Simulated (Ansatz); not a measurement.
**CH₂F (doublet): wave-function methods side by side, cc-pVTZ**

Aim: climb from Hartree-Fock through coupled cluster for CH₂F (doublet) at one geometry and basis, and see what each rung misses.

Program: Ansatz 0.2.0, Gaussian basis. Level of theory: cc-pVTZ, core rule «outside noble gas», up to 2 orbitals frozen. These are calculated values, not measurements.

The runs, in order: UHF; CCSD(T) on ROHF; CCSD(T) on UHF; BCCD(T) on ROHF; CCSDT(Q) on ROHF; CCSDT(Q) on UHF.

10 further runs of the same task are left out: 6 for a known fault of the program, 4 set aside as unsound or not needed.

## 1. What is computed

The geometry is a PBE0/def2-TZVP stationary point (not a proven minimum).

4 atoms, charge 0, spin multiplicity 2.

Atoms are counted from 1 here; the program's logs count them from 0.

Bond lengths: C1–F2 1.329 Å, C1–H3 1.079 Å, C1–H4 1.079 Å. Angles: F2–C1–H3 116.3°, F2–C1–H4 116.3°, H3–C1–H4 127.5°.

## 2. UHF

Contents of in.yaml:

```yaml
crystal:
  periodic: [false, false, false]
  atoms:
    - {symbol: C, position_ang: [0.000000, 0.000000, 0.735382]}
    - {symbol: F, position_ang: [0.000000, 0.000000, -0.593604]}
    - {symbol: H, position_ang: [0.000000, 0.967665, 1.212911]}
    - {symbol: H, position_ang: [0.000000, -0.967666, 1.212911]}
basis:
  gaussian: {orbitals: cc-pVTZ}
magnetization: {spin_polarized: true, initial_magnetization: 1}
hamiltonian: {xc: hf}
output: {orbitals: {seedname: orbitals}}
```

The run is started by

```sh
ansatz run in.yaml --threads 1 --pin off --events-out ev --progress --plain --max-ram 4096MiB --backend cpu
```

After this run come: CCSD(T) on ROHF; CCSD(T) on UHF; BCCD(T) on ROHF; CCSDT(Q) on ROHF; CCSDT(Q) on UHF.

**Question.** What will the summary of the whole plan be? Wanted: UCCSDT(Q) below the RHF energy; RMP2 from UCCSDT(Q); UMP2 from UCCSDT(Q); RCCSD from UCCSDT(Q); RCCSD(T) from UCCSDT(Q); UCCSD(T) from UCCSDT(Q); RCCSDT(Q) from UCCSDT(Q); T1 diagnostic.

**Answer**, as computed:

| quantity | value |
| --- | --- |
| UCCSDT(Q) below the RHF energy | -11.7790 eV |
| RMP2 from UCCSDT(Q) | +17.91 kcal/mol |
| UMP2 from UCCSDT(Q) | +18.37 kcal/mol |
| RCCSD from UCCSDT(Q) | +8.39 kcal/mol |
| RCCSD(T) from UCCSDT(Q) | +0.55 kcal/mol |
| UCCSD(T) from UCCSDT(Q) | +0.55 kcal/mol |
| RCCSDT(Q) from UCCSDT(Q) | +0.08 kcal/mol |
| levels within 1 kcal/mol (43 meV) | RCCSD(T), UCCSD(T), BCCD(T), RCCSDT, UCCSDT, RCCSDT(Q) |
| T1 diagnostic | 0.018 |

What this shows: RCCSD(T) misses by +0.55 kcal/mol, 0.2 % of the correlation energy. These misses are within one basis, not against nature; the frozen cores of restricted and unrestricted runs differ, which can shift their rows.
